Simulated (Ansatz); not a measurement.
Two isomers of C3H6O2: A = `CCOC=O`, B = `OCC1CO1`.

Program: Ansatz. Geometries: PBE0-D4/def2-TZVP. ΔE: electronic, gas phase. CCSD(T)/CBS adds triple-zeta CCSD(T) − MP2 to the extrapolated MP2 energy (def2 sets, frozen cores). Functionals use def2-TZVPP. B3LYP here is the variant with VWN-RPA as its local correlation; programs differ in this. Each species was taken in one conformer, which may not be the lowest.

A:

```xyz
11

C     0.904   -1.016    0.166
C    -0.516   -0.604   -0.137
O    -0.557    0.636   -0.863
C    -0.510    1.748   -0.136
O    -0.444    1.814    1.057
H     0.906   -1.994    0.653
H     1.380   -0.300    0.838
H     1.492   -1.088   -0.751
H    -1.100   -0.495    0.778
H    -1.008   -1.321   -0.796
H    -0.547    2.619   -0.808
```

B:

Z-matrix (Å, degrees):
```
C
C 1 1.496
O 1 1.408 2 111.7
H 1 1.099 2 109.0 3 123.6
H 1 1.093 2 110.0 3 -118.0
O 2 1.425 1 114.8 3 -74.5
C 2 1.458 1 121.6 3 -141.9
H 2 1.089 1 115.7 3 61.1
H 3 0.962 1 107.4 2 58.1
H 7 1.087 2 119.5 1 -154.6
H 7 1.088 2 119.4 1 -1.9
```

Question: Which isomer does CCSD(T)/CBS put lower? Give the gap. (Estimate.)

Answer: Ansatz gave: A, by 34.8 kcal/mol.

Question: Give E(B) − E(A) in kcal/mol with CCSD/def2-TZVPP, HF/def2-TZVPP, MP2/def2-TZVPP, CCSD(T)/def2-TZVPP, B2PLYP, r2SCAN-D4, B3LYP. (Estimate.)

Answer: The calculation gave: CCSD/def2-TZVPP 35.3, HF/def2-TZVPP 40.3, MP2/def2-TZVPP 35.0, CCSD(T)/def2-TZVPP 35.8, B2PLYP 37.9, r2SCAN-D4 36.7, B3LYP 38.3. None reverses the order clearly.

Largest T1 diagnostic: 0.014.

From PBE to PBE0 (25 % exact exchange), in def2-TZVPP and without D4, E(B) − E(A) moves by −1.4 kcal/mol. In def2-TZVPP, CCSD(T) changes the Hartree–Fock value by −4.5 kcal/mol (the triples alone add +0.4 kcal/mol) and MP2 by −5.2 kcal/mol.
